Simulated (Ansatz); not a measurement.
# AlBHS: the cost of one run

Program: Ansatz 0.2.0, Gaussian basis. Level of theory: cc-pVDZ, all electrons in the functionals, frozen cores in the correlation of double hybrids and RPA. These are calculated values, not measurements.

To be run: wB97M-V, B2PLYP, PBE-QIDH, RPA-PBE, at charge 0, quartet; charge 0, doublet; charge 0, sextet; charge 1, triplet; charge 1, quintet; displaced geometry v1; displaced geometry v2 (not every functional at every point).

17 further runs of the same task are left out: 5 that didn't finish, 12 set aside as unsound or not needed. Runs told in other sessions of the task aren't counted.

### Step 1. What is computed

The geometry is a PBE0/def2-TZVP stationary point (not a proven minimum).

4 atoms, charge 0, spin multiplicity 4.

Atoms are counted from 1 here; the program's logs count them from 0.

Bond lengths: Al1–S2 2.322 Å, Al1–B3 2.086 Å, S2–B3 1.759 Å, B3–H4 1.184 Å. Angles: S2–Al1–B3 46.7°, Al1–S2–B3 59.6°, Al1–B3–S2 73.8°, Al1–B3–H4 142.4°, S2–B3–H4 143.8°.

No dispersion term is added; wB97M-V holds VV10 nonlocal correlation.

The geometry shown and the zero of energy belong to the point charge 0, quartet. The yardstick, UCCSDT(Q), and other wave-function levels (R restricted, U unrestricted, valence and pair active spaces) come from earlier runs.

### Step 2. wB97M-V, charge 0, quartet

File in.yaml:

```yaml
crystal:
  periodic: [false, false, false]
  atoms:
    - {symbol: Al, position_ang: [0.000000, 0.182013, 1.306388]}
    - {symbol: S, position_ang: [0.000000, 0.338637, -1.010374]}
    - {symbol: B, position_ang: [0.000000, -1.234666, -0.224295]}
    - {symbol: H, position_ang: [0.000000, -2.402343, -0.422520]}
basis:
  gaussian: {orbitals: cc-pVDZ}
magnetization: {spin_polarized: true, initial_magnetization: 3}
hamiltonian: {xc: {name: wB97M-V}}
output: {forces: true, orbitals: {seedname: orbitals}}
```

Run with:

```console
$ ansatz run in.yaml --threads 1 --pin off --events-out ev --progress --plain --max-ram 2393MiB
```

What time and memory should one allow on 1 thread of Intel Xeon at 2.60GHz, shared host?

About 10 s, with a peak of 0.25 GiB.
